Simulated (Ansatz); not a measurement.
Write a Python script for Ansatz 0.2.0 through its Python package that makes a polarisability from point charges of HNaO, SMILES [OH][Na]. Level of theory (for the species named): Hartree-Fock, def2-SVPD basis, multiplicity 1.

Input file `hnao.xyz`:
```text
3

O    -0.35250   -0.53170   -0.25900
Na    1.27210    0.11480    0.71150
H    -0.93060    0.35200   -0.46570
```

The script, `field_hnao.py`:
```python
"""Dipole of HNaO in the field of point charges."""

import ansatz as az
import numpy as np


def main() -> None:
    geometry = az.Crystal.molecule_from_extxyz("hnao.xyz")

    calc = (
        geometry.calculation()
        .basis(gaussian="def2-SVPD")  # the orbital basis, by name
        .functional("hf")
        .forces()  # minus the gradient of the free energy
    )
    # charges +q and -q at -R and +R make a nearly even field 2 k q / R^2 at the centre
    centre = np.mean([site.position_ang for site in geometry.cartesian_sites], axis=0)
    field = 2 * 14.399645 * 4.0 / 25.0 ** 2


    def dipole(axis, sign):
        arm = 25.0 * np.eye(3)[axis]
        pair = [{"charge": sign * 4.0, "position_ang": (centre - arm).tolist()}, {"charge": -sign * 4.0, "position_ang": (centre + arm).tolist()}]
        deck = calc.input().set(az.key.basis.gaussian.point_charges, pair)
        return np.array(az.Session.from_dict(deck).plan().execute().report["charge_distribution"]["dipole_moment_e_ang"])


    print(f"field {field:.4f} V/A")
    alpha = np.array([(dipole(axis, 1) - dipole(axis, -1)) / (2 * field) * 14.399645 for axis in range(3)])
    print("polarisability tensor (A^3)")
    print(np.array2string(alpha, precision=3, suppress_small=True))
    print(f"mean {np.trace(alpha) / 3:.3f} A^3 = {np.trace(alpha) / 3 / 0.14818471:.2f} bohr^3")


if __name__ == "__main__":
    main()
```

Running `python field_hnao.py` prints:
```text
field 0.1843 V/A
polarisability tensor (A^3)
[[ 2.44  -0.035  0.03 ]
 [-0.034  2.467 -0.007]
 [ 0.03  -0.007  2.39 ]]
mean 2.432 A^3 = 16.41 bohr^3
```

The geometry is a force-field or estimated start, not a minimum of this method, and the basis set is short of its limit. The field of two point charges is only nearly even. Finished in 1.3 s on 1 thread of Arm Neoverse V2, with other jobs on the host, peak memory 0.15 GiB.
